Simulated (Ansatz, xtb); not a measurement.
## A geometry optimisation of BH3PSi with r2SCAN-D4/def2-SVP

The starting geometry of this gas-phase doublet was built from a drawn formula by distance geometry and a force field; its bonds are those of `[B]1[SiH2]P1`.

```xyz
6

B    -1.6409    0.7177    1.7551
P    -2.1826   -0.3260    0.1348
Si   -0.4099   -0.7438    1.0885
H    -0.3859   -1.9195    1.9675
H     0.8143   -0.0997    0.4989
H    -2.9381   -1.2942    0.9283
```

Predict what it relaxes into with r2SCAN-D4/def2-SVP.

It keeps its bonds, and is `[B]1[SiH2]P1`. Distances that change by over a tenth: P2–Si3 (2.06 → 2.33 Å).

The energy falls by 0.81 eV over 12 steps:

```csv
step,E − E(last) (eV)
1,0.808
2,0.187
3,0.097
5,0.031
6,0.020
7,0.008
8,0.003
10,0.000
11,0.000
12,0.000
```

Final geometry (Å):

```xyz
6

B    -1.7719    0.4631    1.8427
P    -2.2491   -0.2767    0.2202
Si   -0.2335   -0.6138    1.3358
H     0.1135   -1.8268    2.1329
H     0.7943   -0.3475    0.2911
H    -3.3963   -1.0638    0.5504
```

From the same start GFN2-xTB ends elsewhere, at `[SiH2]B=P`.

No frequencies were run, so the end isn't proven a minimum. Open shells are spin-unrestricted. Run with Ansatz 0.2.0, 2.1 min on 1 thread of Intel(R) Xeon(R) Processor @ 2.50GHz (Skylake/Cascade Lake) (shared host).
